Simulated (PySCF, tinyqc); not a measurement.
Worked calculation: CCSD on RHF in the sto-3g basis, frozen core, for BH, spin multiplicity 1. The lowest restricted solution is unstable here: a spin-polarised one lies 0.0088 hartree lower (PySCF). Computed by tinyqc, a small Python program that keeps every step (integrals from PySCF). Settings: charge = 0, multiplicity = 1, basis = sto-3g, method = RHF, frozen orbitals = 1, energy threshold = 1e-10, iteration cap = 66, orthogonalisation = symmetric, start = atomic densities, DIIS depth = 6, amplitude equations = CCSD, DIIS depth for amplitudes = 4, cap on updates = 83. Command: `OMP_NUM_THREADS=1 python tinyqc.py 23025 23026 out.jsonl` (the two numbers bound the seeds that draw the settings). One thread of a shared host (Intel(R) Xeon(R) Processor @ 2.60GHz), about 0.3 s of CPU time with the checks. The early iterations of the SCF are left out here.

## One-electron integrals

Geometry (angstrom):
```
atom       x       y       z
B     0.0000  0.0000  0.0000
H     0.0000  0.0000  1.3540
```

Basis sto-3g: exponents (1/bohr^2) and contraction coefficients of normalised primitives:
```
element  l (shell)  exponent  coefficient
B            s (1)   48.7911       0.1543
B            s (1)    8.8874       0.5353
B            s (1)    2.4053       0.4446
B            s (2)    2.2370      -0.1000
B            s (2)    0.5198       0.3995
B            s (2)    0.1691       0.7001
B            p (3)    2.2370       0.1559
B            p (3)    0.5198       0.6077
B            p (3)    0.1691       0.3920
H            s (1)    3.4253       0.1543
H            s (1)    0.6239       0.5353
H            s (1)    0.1689       0.4446
```

Overlap, kinetic and nuclear-attraction integrals over the contracted functions; the nuclear repulsion is the sum of Za Zb / Rab.

nuclear repulsion = 1.954126 hartree

overlap S, lower triangle:
```
         1B 1s   1B 2s  1B 2px  1B 2py  1B 2pz   2H 1s
1B 1s   1.0000
1B 2s   0.2693  1.0000
1B 2px  0.0000  0.0000  1.0000
1B 2py  0.0000  0.0000  0.0000  1.0000
1B 2pz  0.0000  0.0000  0.0000  0.0000  1.0000
2H 1s   0.0459  0.3948  0.0000  0.0000  0.4290  1.0000
```

kinetic energy T (hartree), lower triangle:
```
          1B 1s   1B 2s  1B 2px  1B 2py  1B 2pz   2H 1s
1B 1s   10.8263
1B 2s   -0.0480  0.3592
1B 2px   0.0000  0.0000  1.1239
1B 2py   0.0000  0.0000  0.0000  1.1239
1B 2pz   0.0000  0.0000  0.0000  0.0000  1.1239
2H 1s   -0.0129  0.0529  0.0000  0.0000  0.1554  0.7600
```

nuclear attraction V (hartree), lower triangle:
```
           1B 1s    1B 2s   1B 2px   1B 2py   1B 2pz    2H 1s
1B 1s   -23.5382
1B 2s    -3.2446  -4.1552
1B 2px    0.0000   0.0000  -4.0933
1B 2py    0.0000   0.0000   0.0000  -4.0933
1B 2pz   -0.0144  -0.1338   0.0000   0.0000  -4.1879
2H 1s    -0.5558  -1.4098   0.0000   0.0000  -1.4585  -3.1661
```

core Hamiltonian H = T + V (hartree), lower triangle:
```
           1B 1s    1B 2s   1B 2px   1B 2py   1B 2pz    2H 1s
1B 1s   -12.7119
1B 2s    -3.2926  -3.7960
1B 2px    0.0000   0.0000  -2.9694
1B 2py    0.0000   0.0000   0.0000  -2.9694
1B 2pz   -0.0144  -0.1338   0.0000   0.0000  -3.0640
2H 1s    -0.5688  -1.3569   0.0000   0.0000  -1.3031  -2.4061
```

## Two-electron integrals

Functions are numbered as in S; the eight-fold symmetry (ij|kl) = (ji|kl) = (kl|ij) leaves the list below.

Two-electron integrals (ij|kl) in chemists' order, unique and non-zero (hartree):
```
(11|11) 2.9235   (21|11) 0.5184   (21|21) 0.1093   (22|11) 0.7442
(22|21) 0.1932   (22|22) 0.5448   (31|31) 0.0203   (32|31) 0.0300
(32|32) 0.1203   (33|11) 0.7425   (33|21) 0.1932   (33|22) 0.5447
(33|33) 0.5868   (41|41) 0.0203   (42|41) 0.0300   (42|42) 0.1203
(43|43) 0.0316   (44|11) 0.7425   (44|21) 0.1932   (44|22) 0.5447
(44|33) 0.5235   (44|44) 0.5868   (51|51) 0.0203   (52|51) 0.0300
(52|52) 0.1203   (53|53) 0.0316   (54|54) 0.0316   (55|11) 0.7425
(55|21) 0.1932   (55|22) 0.5447   (55|33) 0.5235   (55|44) 0.5235
(55|55) 0.5868   (61|11) 0.0878   (61|21) 0.0185   (61|22) 0.0328
(61|33) 0.0326   (61|44) 0.0326   (61|51) 0.0013   (61|52) 0.0024
(61|55) 0.0331   (61|61) 0.0032   (62|11) 0.2229   (62|21) 0.0588
(62|22) 0.1839   (62|33) 0.1785   (62|44) 0.1785   (62|51) 0.0065
(62|52) 0.0402   (62|55) 0.1944   (62|61) 0.0106   (62|62) 0.0875
(63|31) 0.0057   (63|32) 0.0272   (63|53) 0.0074   (63|63) 0.0093
(64|41) 0.0057   (64|42) 0.0272   (64|54) 0.0074   (64|64) 0.0093
(65|11) 0.2130   (65|21) 0.0569   (65|22) 0.1878   (65|33) 0.1779
(65|44) 0.1779   (65|51) 0.0111   (65|52) 0.0645   (65|55) 0.2075
(65|61) 0.0107   (65|62) 0.1045   (65|65) 0.1316   (66|11) 0.3876
(66|21) 0.1041   (66|22) 0.3692   (66|33) 0.3476   (66|44) 0.3476
(66|51) 0.0134   (66|52) 0.1121   (66|55) 0.4119   (66|61) 0.0191
(66|62) 0.2284   (66|65) 0.2956   (66|66) 0.7746
```

## Orthogonalisation

S = U s U^T; symmetric (Loewdin) form X = U s^(-1/2) U^T, so that X^T S X = 1.

eigenvalues of S: 0.3988  0.7974  1.0000  1.0000  1.1741  1.6296

X, lower triangle:
```
          1B 1s    1B 2s  1B 2px  1B 2py   1B 2pz   2H 1s
1B 1s    1.0301
1B 2s   -0.1511   1.1126
1B 2px   0.0000   0.0000  1.0000
1B 2py   0.0000   0.0000  0.0000  1.0000
1B 2pz  -0.0104   0.0884  0.0000  0.0000   1.0933
2H 1s    0.0258  -0.2625  0.0000  0.0000  -0.2781  1.1736
```

## Iteration 7 (converged): orbitals

converged F (hartree), lower triangle:
```
          1B 1s    1B 2s  1B 2px  1B 2py   1B 2pz    2H 1s
1B 1s   -7.3429
1B 2s   -2.1449  -1.0193
1B 2px   0.0000   0.0000  0.2674
1B 2py   0.0000   0.0000  0.0000  0.2674
1B 2pz  -0.0210  -0.0335  0.0000  0.0000  -0.0802
2H 1s   -0.3782  -0.4496  0.0000  0.0000  -0.3801  -0.3252
```

Diagonalise F' = X^T F X, C = X C', fill 3 alpha and 3 beta electrons from the bottom; D = 2 C_occ C_occ^T. Each column has its largest component positive (the first on a tie).

F' = X^T F X (hartree), lower triangle:
```
         1        2       3       4        5        6
1  -7.1635
2  -1.1210  -0.4871
3   0.0000   0.0000  0.2674
4   0.0000   0.0000  0.0000  0.2674
5  -0.0446   0.1237  0.0000  0.0000   0.1192
6  -0.0201  -0.3235  0.0000  0.0000  -0.4340  -0.0026
```

orbital energies (hartree): MO1 -7.3475, MO2 -0.5402, MO3 -0.2484, MO4 0.2674, MO5 0.2674, MO6 0.6021

coefficients C:
```
            MO1      MO2      MO3     MO4      MO5      MO6
1B 1s    0.9923  -0.2172  -0.1943  0.0000   0.0000   0.1230
1B 2s    0.0285   0.6498   0.7452  0.0000   0.0000  -0.5992
1B 2px   0.0000   0.0000   0.0000  0.6838   0.7296   0.0000
1B 2py   0.0000   0.0000   0.0000  0.7296  -0.6838   0.0000
1B 2pz   0.0054   0.1961  -0.5763  0.0000   0.0000  -0.9539
2H 1s   -0.0062   0.4924  -0.4307  0.0000   0.0000   1.0470
```

D after iteration 7, lower triangle:
```
          1B 1s    1B 2s  1B 2px  1B 2py  1B 2pz   2H 1s
1B 1s    2.1391
1B 2s   -0.5153   1.9568
1B 2px   0.0000   0.0000  0.0000
1B 2py   0.0000   0.0000  0.0000  0.0000
1B 2pz   0.1494  -0.6038  0.0000  0.0000  0.7412
2H 1s   -0.0589  -0.0024  0.0000  0.0000  0.6895  0.8561
```

Within a degenerate level the vectors are fixed only up to a rotation; this is one choice.

## Convergence

Stop when the energy changes by less than 1e-10 hartree and every element of the error matrix X^T (F D S - S D F) X is below 3e-06.

Course of the cycle:
```
iteration  E (hartree)     change  largest element of the error matrix
1           -24.661028          -                             4.49e-01
2           -24.729026  -6.80e-02                             1.35e-01
3           -24.743430  -1.44e-02                             1.80e-02
4           -24.743983  -5.53e-04                             3.51e-03
5           -24.744003  -1.95e-05                             8.55e-05
6           -24.744003  -1.01e-08                             3.14e-06
7           -24.744003  -1.55e-11                             1.79e-08
```

PySCF RHF in the same basis = -24.744003 hartree

Converged in 7 iterations.

## Integrals over molecular orbitals

(pq|rs) = sum C_ip C_jq C_kr C_ls (ij|kl), one index at a time.

one-electron integrals over orbitals h = C^T H C (hartree), lower triangle:
```
          1        2        3        4        5        6
1  -12.6985
2    0.2726  -3.0055
3    0.2304  -0.1771  -2.8580
4    0.0000   0.0000   0.0000  -2.9694
5    0.0000   0.0000   0.0000   0.0000  -2.9694
6   -0.1430   0.4706  -0.2507   0.0000   0.0000  -2.4860
```

Two-electron integrals over orbitals (pq|rs), unique and non-zero (hartree); the lowest 1 orbital is frozen and left out:
```
(22|22) 0.5468    (32|22) -0.0658   (32|32) 0.0837    (33|22) 0.4241
(33|32) 0.0498    (33|33) 0.5394    (42|42) 0.0644    (43|42) 0.0446
(43|43) 0.0583    (44|22) 0.4565    (44|32) 0.0565    (44|33) 0.4921
(44|44) 0.5868    (52|52) 0.0644    (53|52) 0.0446    (53|53) 0.0583
(54|54) 0.0316    (55|22) 0.4565    (55|32) 0.0565    (55|33) 0.4921
(55|44) 0.5235    (55|55) 0.5868    (62|22) -0.0153   (62|32) -0.0515
(62|33) -0.0195   (62|44) -0.0938   (62|55) -0.0938   (62|62) 0.1175
(63|22) -0.0438   (63|32) 0.0722    (63|33) 0.0694    (63|44) 0.0531
(63|55) 0.0531    (63|62) -0.0581   (63|63) 0.0885    (64|42) -0.0346
(64|43) -0.0095   (64|64) 0.0307    (65|52) -0.0346   (65|53) -0.0095
(65|65) 0.0307    (66|22) 0.5509    (66|32) -0.0642   (66|33) 0.4567
(66|44) 0.4647    (66|55) 0.4647    (66|62) 0.0029    (66|63) -0.0410
(66|66) 0.5917
```

## CCSD: starting amplitudes

t_ij^ab = <ij||ab> / (e_i + e_j - e_a - e_b), whose energy is MP2.

Starting amplitudes (spin orbitals 1a, 1b, ...; amplitudes related by a flip of all spins are not repeated):
```
from      to        t
3a 3b  5a 5b  -0.0565
3a 3b  4a 4b  -0.0565
3a 3b  6a 6b  -0.0520
2a 2b  6a 6b  -0.0514
2a 2b  5a 5b  -0.0399
2a 2b  4a 4b  -0.0399
2a 3b  5a 5b  -0.0337
2a 3b  4a 4b  -0.0337
2a 3b  6a 6b   0.0292
```

correlation energy = -0.031763 hartree

## CCSD: amplitude update 1

t_i^a D_i^a and t_ij^ab D_ij^ab are set to the remaining terms of the spin-orbital equations, evaluated with the old amplitudes; for the doubles these are <ij||ab> + 1/2 <ab||ef> t_ij^ef + 1/2 <mn||ij> t_mn^ab + P(ij)P(ab) <mb||ej> t_im^ae + terms in t^2 + terms with t1, D the orbital-energy denominators.

Amplitudes after update 1 (spin orbitals 1a, 1b, ...; amplitudes related by a flip of all spins are not repeated):
```
from      to        t
3a 3b  5a 5b  -0.0902
3a 3b  4a 4b  -0.0902
3a 3b  6a 6b  -0.0670
2a 2b  6a 6b  -0.0669
2a 3b  5a 5b  -0.0551
2a 3b  4a 4b  -0.0551
2a 2b  5a 5b  -0.0543
2a 2b  4a 4b  -0.0543
2a 3b  6a 6b   0.0437
2a        6a  -0.0068
3a        6a  -0.0059
```

correlation energy = -0.046198 hartree

## CCSD: convergence

E_corr = 1/4 sum <ij||ab> t_ij^ab + 1/2 sum <ij||ab> t_i^a t_j^b; stop when the norm of the change is below 1e-8.

Course of the amplitude iterations:
```
update  correlation energy (hartree)  norm of the change
0                          -0.031763                   -
1                          -0.046198            1.48e-01
2                          -0.053327            8.18e-02
3                          -0.061594            4.63e-02
4                          -0.061229            5.42e-03
5                          -0.061402            1.65e-03
6                          -0.061337            5.08e-04
7                          -0.061337            5.07e-05
8                          -0.061337            1.51e-05
9                          -0.061337            2.41e-06
10                         -0.061337            8.73e-07
11                         -0.061337            2.69e-07
12                         -0.061337            1.33e-07
13                         -0.061337            1.11e-08
14                         -0.061337            2.77e-09
```

Converged amplitudes (spin orbitals 1a, 1b, ...; amplitudes related by a flip of all spins are not repeated):
```
from      to        t
3a 3b  5a 5b  -0.1427
3a 3b  4a 4b  -0.1427
2a 3b  5a 5b  -0.0811
2a 3b  4a 4b  -0.0811
3a 3b  6a 6b  -0.0780
2a 2b  6a 6b  -0.0714
2a 2b  5a 5b  -0.0662
2a 2b  4a 4b  -0.0662
2a 3b  6a 6b   0.0554
3a        6a  -0.0178
2a        6a  -0.0163
```

CCSD total energy = -24.805339 hartree

T1 diagnostic, norm of the one-spin t1 over sqrt(correlated electrons) = 0.0121

Converged in 14 updates, with DIIS from the third.
